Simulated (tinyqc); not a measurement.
Worked calculation: UHF in the sto-6g basis, for CH2, spin multiplicity 1. One step of it, computed by the program tinyqc.

Question. Iteration 2: diagonalisation and new density. Diagonalise F' = X^T F X, C = X C', fill 4 alpha and 4 beta electrons from the bottom; D(s) = C_occ C_occ^T. Each column has its largest component positive (the first on a tie).

extrapolated F(alpha) (hartree):
```
             1C 1s      1C 2s     1C 2px     1C 2py     1C 2pz      2H 1s      3H 1s
1C 1s   -11.136996  -2.855346   0.002116  -0.001406  -0.018778  -0.873541  -0.716832
1C 2s    -2.855346  -1.367868   0.126002  -0.021127  -0.107496  -0.770806  -0.685379
1C 2px    0.002116   0.126002   0.141560  -0.001986  -0.220123   0.002566   0.000166
1C 2py   -0.001406  -0.021127  -0.001986  -0.276165  -0.013791  -0.395392   0.374337
1C 2pz   -0.018778  -0.107496  -0.220123  -0.013791  -0.196469  -0.251726  -0.238067
2H 1s    -0.873541  -0.770806   0.002566  -0.395392  -0.251726  -0.550416  -0.235043
3H 1s    -0.716832  -0.685379   0.000166   0.374337  -0.238067  -0.235043  -0.466510
```

extrapolated F(beta) (hartree):
```
             1C 1s      1C 2s     1C 2px     1C 2py     1C 2pz      2H 1s      3H 1s
1C 1s   -11.136996  -2.855346  -0.002116  -0.001406  -0.018778  -0.873541  -0.716832
1C 2s    -2.855346  -1.367868  -0.126002  -0.021127  -0.107496  -0.770806  -0.685379
1C 2px   -0.002116  -0.126002   0.141560   0.001986   0.220123  -0.002566  -0.000166
1C 2py   -0.001406  -0.021127   0.001986  -0.276165  -0.013791  -0.395392   0.374337
1C 2pz   -0.018778  -0.107496   0.220123  -0.013791  -0.196469  -0.251726  -0.238067
2H 1s    -0.873541  -0.770806  -0.002566  -0.395392  -0.251726  -0.550416  -0.235043
3H 1s    -0.716832  -0.685379  -0.000166   0.374337  -0.238067  -0.235043  -0.466510
```

X:
```
            1C 1s      1C 2s    1C 2px     1C 2py     1C 2pz      2H 1s      3H 1s
1C 1s    1.025605  -0.150279  0.000000  -0.001122  -0.011000   0.023339   0.022941
1C 2s   -0.150279   1.326810  0.000000   0.033105   0.139916  -0.405726  -0.332296
1C 2px   0.000000   0.000000  1.000000   0.000000   0.000000   0.000000   0.000000
1C 2py  -0.001122   0.033105  0.000000   1.206540   0.013050  -0.338826   0.292801
1C 2pz  -0.011000   0.139916  0.000000   0.013050   1.064507  -0.184307  -0.157209
2H 1s    0.023339  -0.405726  0.000000  -0.338826  -0.184307   1.324590  -0.036187
3H 1s    0.022941  -0.332296  0.000000   0.292801  -0.157209  -0.036187   1.248371
```

Give: F' = X^T F X; orbital energies; coefficients C; F' = X^T F X; orbital energies; coefficients C; D(alpha) after iteration 2; D(beta) after iteration 2.

Answer.

F' = X^T F X (alpha) (hartree):
```
          1        2        3        4        5        6        7
1  -10.9313  -1.4627  -0.0143   0.0031  -0.0291  -0.1675  -0.1129
2   -1.4627  -0.4624   0.1349   0.0187   0.1182  -0.5126  -0.4430
3   -0.0143   0.1349   0.1416  -0.0019  -0.2172  -0.0064  -0.0077
4    0.0031   0.0187  -0.0019   0.1299   0.0032  -0.4908   0.4530
5   -0.0291   0.1182  -0.2172   0.0032  -0.0752  -0.2628  -0.2384
6   -0.1675  -0.5126  -0.0064  -0.4908  -0.2628   0.0566  -0.0702
7   -0.1129  -0.4430  -0.0077   0.4530  -0.2384  -0.0702   0.0290
```

orbital energies (alpha) (hartree): MO1 -11.1395, MO2 -0.8256, MO3 -0.5446, MO4 -0.3428, MO5 0.2733, MO6 0.6582, MO7 0.8092

coefficients C (alpha):
```
            MO1      MO2      MO3      MO4      MO5      MO6      MO7
1C 1s    0.9957  -0.2087   0.0124   0.0906  -0.0641   0.1557   0.0624
1C 2s    0.0198   0.6501  -0.0613  -0.4522   0.3064  -1.0551  -0.4904
1C 2px  -0.0003  -0.0550   0.0126   0.4567   0.8874   0.0251   0.0047
1C 2py   0.0006   0.0327   0.5291  -0.0064  -0.0073   0.3855  -1.1080
1C 2pz   0.0040   0.1318   0.0041   0.7491  -0.3574  -0.6575  -0.2706
2H 1s   -0.0053   0.3127   0.4216   0.1620  -0.0922   0.5594   1.2027
3H 1s   -0.0045   0.2543  -0.4631   0.1798  -0.0991   1.1107  -0.4756
```

F' = X^T F X (beta) (hartree):
```
          1        2        3        4        5        6        7
1  -10.9313  -1.4627   0.0143   0.0031  -0.0291  -0.1675  -0.1129
2   -1.4627  -0.4624  -0.1349   0.0187   0.1182  -0.5126  -0.4430
3    0.0143  -0.1349   0.1416   0.0019   0.2172   0.0064   0.0077
4    0.0031   0.0187   0.0019   0.1299   0.0032  -0.4908   0.4530
5   -0.0291   0.1182   0.2172   0.0032  -0.0752  -0.2628  -0.2384
6   -0.1675  -0.5126   0.0064  -0.4908  -0.2628   0.0566  -0.0702
7   -0.1129  -0.4430   0.0077   0.4530  -0.2384  -0.0702   0.0290
```

orbital energies (beta) (hartree): MO1 -11.1395, MO2 -0.8256, MO3 -0.5446, MO4 -0.3428, MO5 0.2733, MO6 0.6582, MO7 0.8092

coefficients C (beta):
```
            MO1      MO2      MO3      MO4      MO5      MO6      MO7
1C 1s    0.9957  -0.2087   0.0124   0.0906   0.0641   0.1557   0.0624
1C 2s    0.0198   0.6501  -0.0613  -0.4522  -0.3064  -1.0551  -0.4904
1C 2px   0.0003   0.0550  -0.0126  -0.4567   0.8874  -0.0251  -0.0047
1C 2py   0.0006   0.0327   0.5291  -0.0064   0.0073   0.3855  -1.1080
1C 2pz   0.0040   0.1318   0.0041   0.7491   0.3574  -0.6575  -0.2706
2H 1s   -0.0053   0.3127   0.4216   0.1620   0.0922   0.5594   1.2027
3H 1s   -0.0045   0.2543  -0.4631   0.1798   0.0991   1.1107  -0.4756
```

D(alpha) after iteration 2:
```
          1C 1s    1C 2s   1C 2px   1C 2py   1C 2pz    2H 1s    3H 1s
1C 1s    1.0434  -0.1576   0.0527  -0.0002   0.0444  -0.0506  -0.0470
1C 2s   -0.1576   0.6312  -0.2431  -0.0083  -0.2532   0.1040   0.1123
1C 2px   0.0527  -0.2431   0.2118   0.0020   0.3349   0.0621   0.0623
1C 2py  -0.0002  -0.0083   0.0020   0.2811   0.0017   0.2322  -0.2379
1C 2pz   0.0444  -0.2532   0.3349   0.0017   0.5785   0.1643   0.1663
2H 1s   -0.0506   0.1040   0.0621   0.2322   0.1643   0.3018  -0.0866
3H 1s   -0.0470   0.1123   0.0623  -0.2379   0.1663  -0.0866   0.3115
```

D(beta) after iteration 2:
```
          1C 1s    1C 2s   1C 2px   1C 2py   1C 2pz    2H 1s    3H 1s
1C 1s    1.0434  -0.1576  -0.0527  -0.0002   0.0444  -0.0506  -0.0470
1C 2s   -0.1576   0.6312   0.2431  -0.0083  -0.2532   0.1040   0.1123
1C 2px  -0.0527   0.2431   0.2118  -0.0020  -0.3349  -0.0621  -0.0623
1C 2py  -0.0002  -0.0083  -0.0020   0.2811   0.0017   0.2322  -0.2379
1C 2pz   0.0444  -0.2532  -0.3349   0.0017   0.5785   0.1643   0.1663
2H 1s   -0.0506   0.1040  -0.0621   0.2322   0.1643   0.3018  -0.0866
3H 1s   -0.0470   0.1123  -0.0623  -0.2379   0.1663  -0.0866   0.3115
```
